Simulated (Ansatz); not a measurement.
System: chalcopyrite ZnSnAs2. Method: LDA+SOC (PAW; Ansatz, a quantum-chemistry and plane-wave program).

Run with plane-wave cutoff 520 eV, 8×8×8 k mesh, Fermi–Dirac smearing 0.01 eV, PAW data made under PBE.

Cell (measured lattice):

```yaml
crystal:
  lattice:
    - [-2.92500, 2.92500, 5.85000]
    - [2.92500, -2.92500, 5.85000]
    - [2.92500, 2.92500, -5.85000]
  atoms:
    - { symbol: Zn, position: [0.00000, 0.00000, 0.00000] }
    - { symbol: Zn, position: [0.75000, 0.25000, 0.50000] }
    - { symbol: Sn, position: [0.50000, 0.50000, 0.00000] }
    - { symbol: Sn, position: [0.25000, 0.75000, 0.50000] }
    - { symbol: As, position: [0.87500, 0.90061, 0.52561] }
    - { symbol: As, position: [0.09939, 0.62500, 0.97439] }
    - { symbol: As, position: [0.37500, 0.34939, 0.47439] }
    - { symbol: As, position: [0.65061, 0.12500, 0.02561] }
```

Problem. What does this level give for the band gap and smallest direct gap on the k points sampled?

Solution. 
* **band gap**: 0.00 eV (under three smearing widths, so not firm)
* **smallest direct gap on the k points sampled**: 0.01 eV (under three smearing widths, so not firm)

Measured, for comparison: band gap 0.75 eV (temperature not stated, not corrected to a static lattice, direct or pseudo-direct at Γ, our sources range from 0.65 to 0.75; as tabulated in Ghosh et al. (2024), arXiv:2401.16805). Computed (rounded) less measured: band gap -0.75 eV (-0.65 eV to -0.75 eV over the range).

Note: cell and atoms aren't relaxed at this level (pressure -1.9 GPa).

The computed numbers hold no vibrational or temperature effects.

The result took very roughly 23 core-minutes.
